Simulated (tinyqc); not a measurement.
Inside a calculation (part 1 of 2). Method: ROHF in the sto-3g basis, for H2O, spin multiplicity 3. Computed by tinyqc, a small Python program that keeps every step (integrals from PySCF). Settings: charge = 0, multiplicity = 3, basis = sto-3g, energy threshold = 1e-08, iteration cap = 78, orthogonalisation = canonical, start = core, DIIS depth = 3, method = ROHF. Command: `OMP_NUM_THREADS=1 python tinyqc.py 24371 24372 out.jsonl` (the two numbers bound the seeds that draw the settings). One thread of a shared host (Intel(R) Xeon(R) Processor @ 2.60GHz), about 0.06 s of CPU time with the checks. Later iterations appear only in the table of the cycle.

## One-electron integrals

Geometry (angstrom):
```
atom       x        y       z
O     0.0000   0.0000  0.0000
H     0.0000   0.8020  0.7730
H     0.0000  -0.8020  0.7730
```

Basis sto-3g: exponents (1/bohr^2) and contraction coefficients of normalised primitives:
```
element  l (shell)  exponent  coefficient
O            s (1)  130.7093       0.1543
O            s (1)   23.8089       0.5353
O            s (1)    6.4436       0.4446
O            s (2)    5.0332      -0.1000
O            s (2)    1.1696       0.3995
O            s (2)    0.3804       0.7001
O            p (3)    5.0332       0.1559
O            p (3)    1.1696       0.6077
O            p (3)    0.3804       0.3920
H            s (1)    3.4253       0.1543
H            s (1)    0.6239       0.5353
H            s (1)    0.1689       0.4446
```

Overlap, kinetic and nuclear-attraction integrals over the contracted functions; the nuclear repulsion is the sum of Za Zb / Rab.

nuclear repulsion = 7.931107 hartree

overlap S:
```
         1O 1s   1O 2s  1O 2px   1O 2py  1O 2pz   2H 1s    3H 1s
1O 1s   1.0000  0.2367  0.0000   0.0000  0.0000  0.0372   0.0372
1O 2s   0.2367  1.0000  0.0000   0.0000  0.0000  0.3781   0.3781
1O 2px  0.0000  0.0000  1.0000   0.0000  0.0000  0.0000   0.0000
1O 2py  0.0000  0.0000  0.0000   1.0000  0.0000  0.2414  -0.2414
1O 2pz  0.0000  0.0000  0.0000   0.0000  1.0000  0.2327   0.2327
2H 1s   0.0372  0.3781  0.0000   0.2414  0.2327  1.0000   0.2208
3H 1s   0.0372  0.3781  0.0000  -0.2414  0.2327  0.2208   1.0000
```

kinetic energy T (hartree):
```
          1O 1s    1O 2s  1O 2px   1O 2py  1O 2pz    2H 1s    3H 1s
1O 1s   29.0032  -0.1680  0.0000   0.0000  0.0000  -0.0086  -0.0086
1O 2s   -0.1680   0.8081  0.0000   0.0000  0.0000   0.0659   0.0659
1O 2px   0.0000   0.0000  2.5287   0.0000  0.0000   0.0000   0.0000
1O 2py   0.0000   0.0000  0.0000   2.5287  0.0000   0.1285  -0.1285
1O 2pz   0.0000   0.0000  0.0000   0.0000  2.5287   0.1239   0.1239
2H 1s   -0.0086   0.0659  0.0000   0.1285  0.1239   0.7600   0.0022
3H 1s   -0.0086   0.0659  0.0000  -0.1285  0.1239   0.0022   0.7600
```

nuclear attraction V (hartree):
```
           1O 1s    1O 2s   1O 2px   1O 2py   1O 2pz    2H 1s    3H 1s
1O 1s   -61.5686  -7.4080   0.0000   0.0000  -0.0159  -1.1910  -1.1910
1O 2s    -7.4080  -9.9976   0.0000   0.0000  -0.1949  -2.9093  -2.9093
1O 2px    0.0000   0.0000  -9.8663   0.0000   0.0000   0.0000   0.0000
1O 2py    0.0000   0.0000   0.0000  -9.9566   0.0000  -1.6299   1.6299
1O 2pz   -0.0159  -0.1949   0.0000   0.0000  -9.9502  -1.6299  -1.6299
2H 1s    -1.1910  -2.9093   0.0000  -1.6299  -1.6299  -5.2817  -1.2589
3H 1s    -1.1910  -2.9093   0.0000   1.6299  -1.6299  -1.2589  -5.2817
```

core Hamiltonian H = T + V (hartree):
```
           1O 1s    1O 2s   1O 2px   1O 2py   1O 2pz    2H 1s    3H 1s
1O 1s   -32.5654  -7.5760   0.0000   0.0000  -0.0159  -1.1996  -1.1996
1O 2s    -7.5760  -9.1895   0.0000   0.0000  -0.1949  -2.8434  -2.8434
1O 2px    0.0000   0.0000  -7.3375   0.0000   0.0000   0.0000   0.0000
1O 2py    0.0000   0.0000   0.0000  -7.4279   0.0000  -1.5013   1.5013
1O 2pz   -0.0159  -0.1949   0.0000   0.0000  -7.4215  -1.5061  -1.5061
2H 1s    -1.1996  -2.8434   0.0000  -1.5013  -1.5061  -4.5217  -1.2567
3H 1s    -1.1996  -2.8434   0.0000   1.5013  -1.5061  -1.2567  -4.5217
```

## Two-electron integrals

Functions are numbered as in S; the eight-fold symmetry (ij|kl) = (ji|kl) = (kl|ij) leaves the list below.

Two-electron integrals (ij|kl) in chemists' order, unique and non-zero (hartree):
```
(11|11) 4.7851      (21|11) 0.7414      (21|21) 0.1369      (22|11) 1.1189
(22|21) 0.2566      (22|22) 0.8172      (31|31) 0.0245      (32|31) 0.0378
(32|32) 0.1805      (33|11) 1.1158      (33|21) 0.2567      (33|22) 0.8170
(33|33) 0.8802      (41|41) 0.0245      (42|41) 0.0378      (42|42) 0.1805
(43|43) 0.0474      (44|11) 1.1158      (44|21) 0.2567      (44|22) 0.8170
(44|33) 0.7853      (44|44) 0.8802      (51|51) 0.0245      (52|51) 0.0378
(52|52) 0.1805      (53|53) 0.0474      (54|54) 0.0474      (55|11) 1.1158
(55|21) 0.2567      (55|22) 0.8170      (55|33) 0.7853      (55|44) 0.7853
(55|55) 0.8802      (61|11) 0.1178      (61|21) 0.0216      (61|22) 0.0403
(61|33) 0.0402      (61|41) 0.0007      (61|42) 0.0013      (61|44) 0.0403
(61|51) 0.0007      (61|52) 0.0013      (61|54) 1.21e-04    (61|55) 0.0403
(61|61) 0.0034      (62|11) 0.3055      (62|21) 0.0710      (62|22) 0.2527
(62|33) 0.2483      (62|41) 0.0038      (62|42) 0.0302      (62|44) 0.2551
(62|51) 0.0037      (62|52) 0.0291      (62|54) 0.0065      (62|55) 0.2546
(62|61) 0.0114      (62|62) 0.0993      (63|31) 0.0072      (63|32) 0.0427
(63|43) 0.0062      (63|53) 0.0059      (63|63) 0.0137      (64|11) 0.1642
(64|21) 0.0387      (64|22) 0.1468      (64|33) 0.1403      (64|41) 0.0090
(64|42) 0.0592      (64|44) 0.1563      (64|51) 0.0018      (64|52) 0.0159
(64|54) 0.0095      (64|55) 0.1437      (64|61) 0.0065      (64|62) 0.0701
(64|64) 0.0626      (65|11) 0.1583      (65|21) 0.0373      (65|22) 0.1415
(65|33) 0.1352      (65|41) 0.0018      (65|42) 0.0159      (65|44) 0.1388
(65|51) 0.0089      (65|52) 0.0581      (65|54) 0.0096      (65|55) 0.1504
(65|61) 0.0062      (65|62) 0.0676      (65|64) 0.0471      (65|65) 0.0591
(66|11) 0.4654      (66|21) 0.1099      (66|22) 0.4502      (66|33) 0.4326
(66|41) 0.0073      (66|42) 0.0801      (66|44) 0.4597      (66|51) 0.0070
(66|52) 0.0772      (66|54) 0.0262      (66|55) 0.4578      (66|61) 0.0178
(66|62) 0.2292      (66|64) 0.1847      (66|65) 0.1780      (66|66) 0.7746
(71|11) 0.1178      (71|21) 0.0216      (71|22) 0.0403      (71|33) 0.0402
(71|41) -0.0007     (71|42) -0.0013     (71|44) 0.0403      (71|51) 0.0007
(71|52) 0.0013      (71|54) -1.21e-04   (71|55) 0.0403      (71|61) 0.0034
(71|62) 0.0111      (71|64) 0.0058      (71|65) 0.0061      (71|66) 0.0172
(71|71) 0.0034      (72|11) 0.3055      (72|21) 0.0710      (72|22) 0.2527
(72|33) 0.2483      (72|41) -0.0038     (72|42) -0.0302     (72|44) 0.2551
(72|51) 0.0037      (72|52) 0.0291      (72|54) -0.0065     (72|55) 0.2546
(72|61) 0.0111      (72|62) 0.0814      (72|64) 0.0396      (72|65) 0.0540
(72|66) 0.1548      (72|71) 0.0114      (72|72) 0.0993      (73|31) 0.0072
(73|32) 0.0427      (73|43) -0.0062     (73|53) 0.0059      (73|63) 0.0109
(73|73) 0.0137      (74|11) -0.1642     (74|21) -0.0387     (74|22) -0.1468
(74|33) -0.1403     (74|41) 0.0090      (74|42) 0.0592      (74|44) -0.1563
(74|51) -0.0018     (74|52) -0.0159     (74|54) 0.0095      (74|55) -0.1437
(74|61) -0.0058     (74|62) -0.0396     (74|64) -0.0088     (74|65) -0.0258
(74|66) -0.0676     (74|71) -0.0065     (74|72) -0.0701     (74|74) 0.0626
(75|11) 0.1583      (75|21) 0.0373      (75|22) 0.1415      (75|33) 0.1352
(75|41) -0.0018     (75|42) -0.0159     (75|44) 0.1388      (75|51) 0.0089
(75|52) 0.0581      (75|54) -0.0096     (75|55) 0.1504      (75|61) 0.0061
(75|62) 0.0540      (75|64) 0.0258      (75|65) 0.0462      (75|66) 0.1124
(75|71) 0.0062      (75|72) 0.0676      (75|74) -0.0471     (75|75) 0.0591
(76|11) 0.1225      (76|21) 0.0288      (76|22) 0.1128      (76|33) 0.1098
(76|44) 0.1116      (76|51) 0.0022      (76|52) 0.0216      (76|55) 0.1169
(76|61) 0.0046      (76|62) 0.0457      (76|64) 0.0279      (76|65) 0.0350
(76|66) 0.1150      (76|71) 0.0046      (76|72) 0.0457      (76|74) -0.0279
(76|75) 0.0350      (76|76) 0.0271      (77|11) 0.4654      (77|21) 0.1099
(77|22) 0.4502      (77|33) 0.4326      (77|41) -0.0073     (77|42) -0.0801
(77|44) 0.4597      (77|51) 0.0070      (77|52) 0.0772      (77|54) -0.0262
(77|55) 0.4578      (77|61) 0.0172      (77|62) 0.1548      (77|64) 0.0676
(77|65) 0.1124      (77|66) 0.3253      (77|71) 0.0178      (77|72) 0.2292
(77|74) -0.1847     (77|75) 0.1780      (77|76) 0.1150      (77|77) 0.7746
```

## Orthogonalisation

S = U s U^T; canonical form X = U s^(-1/2), so that X^T S X = 1. Each column of U has its largest component positive (the first on a tie).

eigenvalues of S: 0.4441  0.5308  0.8773  1.0000  1.1132  1.2485  1.7861

X:
```
              1        2        3       4        5        6       7
1O 1s   -0.3472   0.0000   0.7281  0.0000   0.6239   0.0000  0.1640
1O 2s    1.0157   0.0000  -0.3222  0.0000   0.3436   0.0000  0.4228
1O 2px   0.0000   0.0000   0.0000  1.0000   0.0000   0.0000  0.0000
1O 2py   0.0000   0.8076   0.0000  0.0000   0.0000   0.7237  0.0000
1O 2pz   0.5341   0.0000   0.6664  0.0000  -0.5913   0.0000  0.2298
2H 1s   -0.6379  -0.7848  -0.1757  0.0000  -0.1438   0.3724  0.3882
3H 1s   -0.6379   0.7848  -0.1757  0.0000  -0.1438  -0.3724  0.3882
```

## Starting guess

The start is the orbitals of the core Hamiltonian; D(s) = C_occ C_occ^T for each spin.

D(alpha) at the start:
```
          1O 1s    1O 2s  1O 2px   1O 2py   1O 2pz    2H 1s    3H 1s
1O 1s    1.0668  -0.3036  0.0000   0.0000  -0.0314   0.0676   0.0676
1O 2s   -0.3036   1.4323  0.0000   0.0000   0.2218  -0.4767  -0.4767
1O 2px   0.0000   0.0000  1.0000   0.0000   0.0000   0.0000   0.0000
1O 2py   0.0000   0.0000  0.0000   1.1032   0.0000  -0.1325   0.1325
1O 2pz  -0.0314   0.2218  0.0000   0.0000   1.1320  -0.2835  -0.2835
2H 1s    0.0676  -0.4767  0.0000  -0.1325  -0.2835   0.6251   0.5933
3H 1s    0.0676  -0.4767  0.0000   0.1325  -0.2835   0.5933   0.6251
```

D(beta) at the start:
```
          1O 1s    1O 2s  1O 2px   1O 2py   1O 2pz    2H 1s    3H 1s
1O 1s    1.0647  -0.2830  0.0000   0.0000  -0.0206   0.0319   0.0319
1O 2s   -0.2830   1.2361  0.0000   0.0000   0.1192  -0.1376  -0.1376
1O 2px   0.0000   0.0000  0.0000   0.0000   0.0000   0.0000   0.0000
1O 2py   0.0000   0.0000  0.0000   1.1032   0.0000  -0.1325   0.1325
1O 2pz  -0.0206   0.1192  0.0000   0.0000   1.0783  -0.1062  -0.1062
2H 1s    0.0319  -0.1376  0.0000  -0.1325  -0.1062   0.0393   0.0075
3H 1s    0.0319  -0.1376  0.0000   0.1325  -0.1062   0.0075   0.0393
```

## Iteration 1: building the Fock matrix

J_ij = sum D_kl (ij|kl) with D = D(alpha) + D(beta), K_ij = sum D_kl (ik|jl) for each spin; F = H + J - K(s); E = tr D H + tr D J / 2 - 0.5 sum_s tr D(s) K(s) + E_nn.

Coulomb J (hartree):
```
          1O 1s   1O 2s  1O 2px   1O 2py  1O 2pz   2H 1s    3H 1s
1O 1s   18.0005  3.4106  0.0000   0.0000  0.0107  0.5385   0.5385
1O 2s    3.4106  8.4427  0.0000   0.0000  0.0694  2.5752   2.5752
1O 2px   0.0000  0.0000  8.3590   0.0000  0.0000  0.0000   0.0000
1O 2py   0.0000  0.0000  0.0000   8.4725  0.0000  1.4841  -1.4841
1O 2pz   0.0107  0.0694  0.0000   0.0000  8.4730  1.4512   1.4512
2H 1s    0.5385  2.5752  0.0000   1.4841  1.4512  4.6193   1.1480
3H 1s    0.5385  2.5752  0.0000  -1.4841  1.4512  1.1480   4.6193
```

exchange K(alpha) (hartree):
```
         1O 1s   1O 2s  1O 2px   1O 2py  1O 2pz   2H 1s    3H 1s
1O 1s   4.9279  0.8609  0.0000   0.0000  0.0008  0.1425   0.1425
1O 2s   0.8609  1.4537  0.0000   0.0000  0.0202  0.4318   0.4318
1O 2px  0.0000  0.0000  1.1884   0.0000  0.0000  0.0000   0.0000
1O 2py  0.0000  0.0000  0.0000   1.1974  0.0000  0.1901  -0.1901
1O 2pz  0.0008  0.0202  0.0000   0.0000  1.2025  0.2133   0.2133
2H 1s   0.1425  0.4318  0.0000   0.1901  0.2133  0.5343   0.2819
3H 1s   0.1425  0.4318  0.0000  -0.1901  0.2133  0.2819   0.5343
```

exchange K(beta) (hartree):
```
         1O 1s   1O 2s  1O 2px   1O 2py  1O 2pz   2H 1s    3H 1s
1O 1s   4.9003  0.8225  0.0000   0.0000  0.0007  0.1363   0.1363
1O 2s   0.8225  1.2550  0.0000   0.0000  0.0023  0.3284   0.3284
1O 2px  0.0000  0.0000  0.3041   0.0000  0.0000  0.0000   0.0000
1O 2py  0.0000  0.0000  0.0000   1.1364  0.0000  0.1523  -0.1523
1O 2pz  0.0007  0.0023  0.0000   0.0000  1.1347  0.1456   0.1456
2H 1s   0.1363  0.3284  0.0000   0.1523  0.1456  0.1408   0.0877
3H 1s   0.1363  0.3284  0.0000  -0.1523  0.1456  0.0877   0.1408
```

F(alpha) (hartree):
```
           1O 1s    1O 2s   1O 2px   1O 2py   1O 2pz    2H 1s    3H 1s
1O 1s   -19.4928  -5.0264   0.0000   0.0000  -0.0061  -0.8035  -0.8035
1O 2s    -5.0264  -2.2005   0.0000   0.0000  -0.1458  -0.7000  -0.7000
1O 2px    0.0000   0.0000  -0.1669   0.0000   0.0000   0.0000   0.0000
1O 2py    0.0000   0.0000   0.0000  -0.1528   0.0000  -0.2073   0.2073
1O 2pz   -0.0061  -0.1458   0.0000   0.0000  -0.1510  -0.2682  -0.2682
2H 1s    -0.8035  -0.7000   0.0000  -0.2073  -0.2682  -0.4367  -0.3907
3H 1s    -0.8035  -0.7000   0.0000   0.2073  -0.2682  -0.3907  -0.4367
```

F(beta) (hartree):
```
           1O 1s    1O 2s  1O 2px   1O 2py   1O 2pz    2H 1s    3H 1s
1O 1s   -19.4653  -4.9880  0.0000   0.0000  -0.0060  -0.7973  -0.7973
1O 2s    -4.9880  -2.0018  0.0000   0.0000  -0.1278  -0.5966  -0.5966
1O 2px    0.0000   0.0000  0.7173   0.0000   0.0000   0.0000   0.0000
1O 2py    0.0000   0.0000  0.0000  -0.0917   0.0000  -0.1695   0.1695
1O 2pz   -0.0060  -0.1278  0.0000   0.0000  -0.0832  -0.2004  -0.2004
2H 1s    -0.7973  -0.5966  0.0000  -0.1695  -0.2004  -0.0432  -0.1964
3H 1s    -0.7973  -0.5966  0.0000   0.1695  -0.2004  -0.1964  -0.0432
```

total energy of this density = -73.830484 hartree

## Iteration 1: Roothaan effective Fock matrix

With projectors Pc = D(beta) S, Po = (D(alpha) - D(beta)) S, Pv = 1 - D(alpha) S, the block xy is Px^T F Py; with Fc = (F(alpha) + F(beta))/2, the blocks are Fc for cc, oo, vv and cv, F(beta) for co and F(alpha) for ov.

effective F (hartree):
```
           1O 1s    1O 2s  1O 2px   1O 2py   1O 2pz    2H 1s    3H 1s
1O 1s   -19.4790  -5.0076  0.0000   0.0000  -0.0064  -0.8024  -0.8024
1O 2s    -5.0076  -2.1029  0.0000   0.0000  -0.1367  -0.6528  -0.6528
1O 2px    0.0000   0.0000  0.2752   0.0000   0.0000   0.0000   0.0000
1O 2py    0.0000   0.0000  0.0000  -0.1223   0.0000  -0.1884   0.1884
1O 2pz   -0.0064  -0.1367  0.0000   0.0000  -0.1155  -0.2301  -0.2301
2H 1s    -0.8024  -0.6528  0.0000  -0.1884  -0.2301  -0.2410  -0.2947
3H 1s    -0.8024  -0.6528  0.0000   0.1884  -0.2301  -0.2947  -0.2410
```

## Iteration 1: diagonalisation and new density

Diagonalise F' = X^T F X, C = X C', fill 6 alpha and 4 beta electrons from the bottom; D(s) = C_occ C_occ^T. Each column has its largest component positive (the first on a tie).

F' = X^T F X (hartree):
```
         1        2        3       4        5        6        7
1  -0.3063   0.0000   1.9692  0.0000   1.7991   0.0000   0.4892
2   0.0000   0.4640   0.0000  0.0000   0.0000  -0.0021   0.0000
3   1.9692   0.0000  -7.8572  0.0000  -8.5419   0.0000  -3.5392
4   0.0000   0.0000   0.0000  0.2752   0.0000   0.0000   0.0000
5   1.7991   0.0000  -8.5419  0.0000  -9.6398   0.0000  -4.1278
6   0.0000  -0.0021   0.0000  0.0000   0.0000  -0.2522   0.0000
7   0.4892   0.0000  -3.5392  0.0000  -4.1278   0.0000  -2.5042
```

orbital energies (hartree): MO1 -19.4887, MO2 -0.9247, MO3 -0.2522, MO4 -0.1923, MO5 0.2752, MO6 0.2983, MO7 0.4640

coefficients C:
```
            MO1      MO2      MO3      MO4     MO5      MO6      MO7
1O 1s    0.9939  -0.2376   0.0000   0.1146  0.0000  -0.0972   0.0000
1O 2s    0.0262   0.8745   0.0000  -0.5575  0.0000   0.5967   0.0000
1O 2px   0.0000   0.0000   0.0000   0.0000  1.0000   0.0000   0.0000
1O 2py   0.0000   0.0000   0.7261   0.0000  0.0000   0.0000   0.8055
1O 2pz   0.0026   0.1511   0.0000   0.6904  0.0000   0.7953   0.0000
2H 1s   -0.0047   0.1431   0.3700   0.3465  0.0000  -0.6845  -0.7859
3H 1s   -0.0047   0.1431  -0.3700   0.3465  0.0000  -0.6845   0.7859
```

D(alpha) after iteration 1:
```
          1O 1s    1O 2s  1O 2px   1O 2py   1O 2pz    2H 1s    3H 1s
1O 1s    1.0668  -0.3036  0.0000   0.0000  -0.0314   0.0676   0.0676
1O 2s   -0.3036   1.4323  0.0000   0.0000   0.2218  -0.4767  -0.4767
1O 2px   0.0000   0.0000  1.0000   0.0000   0.0000   0.0000   0.0000
1O 2py   0.0000   0.0000  0.0000   0.5272   0.0000   0.2687  -0.2687
1O 2pz  -0.0314   0.2218  0.0000   0.0000   1.1320  -0.2835  -0.2835
2H 1s    0.0676  -0.4767  0.0000   0.2687  -0.2835   0.7461   0.4723
3H 1s    0.0676  -0.4767  0.0000  -0.2687  -0.2835   0.4723   0.7461
```

D(beta) after iteration 1:
```
          1O 1s    1O 2s  1O 2px   1O 2py   1O 2pz    2H 1s    3H 1s
1O 1s    1.0574  -0.2456  0.0000   0.0000   0.0458   0.0010   0.0010
1O 2s   -0.2456   1.0762  0.0000   0.0000  -0.2527  -0.0682  -0.0682
1O 2px   0.0000   0.0000  0.0000   0.0000   0.0000   0.0000   0.0000
1O 2py   0.0000   0.0000  0.0000   0.5272   0.0000   0.2687  -0.2687
1O 2pz   0.0458  -0.2527  0.0000   0.0000   0.4995   0.2609   0.2609
2H 1s    0.0010  -0.0682  0.0000   0.2687   0.2609   0.2775   0.0037
3H 1s    0.0010  -0.0682  0.0000  -0.2687   0.2609   0.0037   0.2775
```

## Iteration 2: building the Fock matrix

As before.

Coulomb J (hartree):
```
          1O 1s   1O 2s  1O 2px   1O 2py  1O 2pz   2H 1s    3H 1s
1O 1s   17.0444  3.1977  0.0000   0.0000  0.0099  0.5051   0.5051
1O 2s    3.1977  7.9485  0.0000   0.0000  0.1343  2.4911   2.4911
1O 2px   0.0000  0.0000  7.8764   0.0000  0.0000  0.0000   0.0000
1O 2py   0.0000  0.0000  0.0000   7.9583  0.0000  1.4537  -1.4537
1O 2pz   0.0099  0.1343  0.0000   0.0000  7.9870  1.4473   1.4473
2H 1s    0.5051  2.4911  0.0000   1.4537  1.4473  4.7366   1.1482
3H 1s    0.5051  2.4911  0.0000  -1.4537  1.4473  1.1482   4.7366
```

exchange K(alpha) (hartree):
```
         1O 1s   1O 2s  1O 2px   1O 2py  1O 2pz   2H 1s    3H 1s
1O 1s   4.9149  0.8434  0.0000   0.0000  0.0024  0.1406   0.1406
1O 2s   0.8434  1.4025  0.0000   0.0000  0.0415  0.4510   0.4510
1O 2px  0.0000  0.0000  1.1716   0.0000  0.0000  0.0000   0.0000
1O 2py  0.0000  0.0000  0.0000   0.9586  0.0000  0.2921  -0.2921
1O 2pz  0.0024  0.0415  0.0000   0.0000  1.1938  0.2349   0.2349
2H 1s   0.1406  0.4510  0.0000   0.2921  0.2349  0.6931   0.2404
3H 1s   0.1406  0.4510  0.0000  -0.2921  0.2349  0.2404   0.6931
```

exchange K(beta) (hartree):
```
         1O 1s    1O 2s  1O 2px   1O 2py   1O 2pz   2H 1s    3H 1s
1O 1s   4.8660   0.7878  0.0000   0.0000   0.0031  0.1305   0.1305
1O 2s   0.7878   1.1334  0.0000   0.0000  -0.0487  0.4000   0.4000
1O 2px  0.0000   0.0000  0.2592   0.0000   0.0000  0.0000   0.0000
1O 2py  0.0000   0.0000  0.0000   0.8858   0.0000  0.2745  -0.2745
1O 2pz  0.0031  -0.0487  0.0000   0.0000   0.8509  0.2690   0.2690
2H 1s   0.1305   0.4000  0.0000   0.2745   0.2690  0.5150   0.1708
3H 1s   0.1305   0.4000  0.0000  -0.2745   0.2690  0.1708   0.5150
```

F(alpha) (hartree):
```
           1O 1s    1O 2s   1O 2px   1O 2py   1O 2pz    2H 1s    3H 1s
1O 1s   -20.4359  -5.2217   0.0000   0.0000  -0.0084  -0.8350  -0.8350
1O 2s    -5.2217  -2.6434   0.0000   0.0000  -0.1021  -0.8033  -0.8033
1O 2px    0.0000   0.0000  -0.6328   0.0000   0.0000   0.0000   0.0000
1O 2py    0.0000   0.0000   0.0000  -0.4282   0.0000  -0.3397   0.3397
1O 2pz   -0.0084  -0.1021   0.0000   0.0000  -0.6282  -0.2937  -0.2937
2H 1s    -0.8350  -0.8033   0.0000  -0.3397  -0.2937  -0.4782  -0.3489
3H 1s    -0.8350  -0.8033   0.0000   0.3397  -0.2937  -0.3489  -0.4782
```

F(beta) (hartree):
```
           1O 1s    1O 2s  1O 2px   1O 2py   1O 2pz    2H 1s    3H 1s
1O 1s   -20.3870  -5.1661  0.0000   0.0000  -0.0091  -0.8249  -0.8249
1O 2s    -5.1661  -2.3743  0.0000   0.0000  -0.0119  -0.7523  -0.7523
1O 2px    0.0000   0.0000  0.2797   0.0000   0.0000   0.0000   0.0000
1O 2py    0.0000   0.0000  0.0000  -0.3554   0.0000  -0.3221   0.3221
1O 2pz   -0.0091  -0.0119  0.0000   0.0000  -0.2854  -0.3278  -0.3278
2H 1s    -0.8249  -0.7523  0.0000  -0.3221  -0.3278  -0.3001  -0.2793
3H 1s    -0.8249  -0.7523  0.0000   0.3221  -0.3278  -0.2793  -0.3001
```

total energy of this density = -74.670794 hartree
